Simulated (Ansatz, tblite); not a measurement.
Cost and result up the ladder for SiMeH3 (CH6Si) (8 atoms). Total charge 0; singlet. Geometry: r2SCAN-D4/def2-TZVP.

Cartesian coordinates in Å:
```
Si 0.577 0.215 0.635
C -0.644 -0.240 -0.708
H -1.666 -0.230 -0.323
H -0.437 -1.239 -1.098
H -0.587 0.467 -1.539
H 1.969 0.180 0.111
H 0.482 -0.738 1.773
H 0.306 1.584 1.148
```

Ansatz on 4 threads of Arm Neoverse V1 on a shared host; xTB runs through tblite on one thread. Times are rough, summed over both states, and most runs start from the orbitals of an earlier one. PBE0-D4/def2-TZVP serves as the yardstick here, not as an exact answer. The other state is a triplet.

The xTB rows come from tblite.

Run but left out: PBE-D4/def2-TZVP (triplet: an occupied level 0.25 eV above an empty one).

xTB has no spin-polarisation term.

```
              level  functions  vertical triplet (eV)  difference from PBE0-D4/def2-TZVP (eV)
           GFN2-xTB         19                   6.87                                   -1.14
           GFN1-xTB         25                   7.20                                   -0.82
r2SCAN-D4/def2-TZVP        104                   7.92                                   -0.10
  PBE0-D4/def2-TZVP        104                   8.02                                    0.00
```

**Question.** Estimate how long each takes.

**Answer.** GFN2-xTB 0.004 s; GFN1-xTB 0.007 s; PBE0-D4/def2-TZVP 4 s; r2SCAN-D4/def2-TZVP 5.3 s. On shared hardware such times vary by a factor of up to 3.
